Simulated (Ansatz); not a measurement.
NO2, doublet: energies of several shapes or isomers

Computed with Ansatz's Gaussian-basis code (development build); BCCD by scripts on PySCF. Basis STO-3G, 3 core orbitals frozen, nonrelativistic. Small basis; these aren't basis-limit values. On stretched bonds single-reference methods can fail or change state.

Case A:

```xyz
3

N     0.0000    0.0000    0.0000
O     0.0000    1.2310    0.5225
O     0.0000   -1.0991    0.4665
```

Case B. A bond is stretched, to 1.57 times the sum of the covalent radii.

| atom | x (Å) | y (Å) | z (Å) |
| --- | --- | --- | --- |
| N | 0.0000 | 0.0000 | 0.0000 |
| O | 0.0000 | 1.9784 | 0.8398 |
| O | 0.0000 | -1.0991 | 0.4665 |

Energy less that of case A, in eV:

```csv
case,RCCSD,RCCSD(T),UCCSD(T),RBCCD(T),UBCCD(T)
B,+0.735,+1.055,+0.985,+1.025,+1.143
```

(1) What does full CI give for these differences?

Answers

(1) B: +1.079 eV (24.9 kcal/mol).
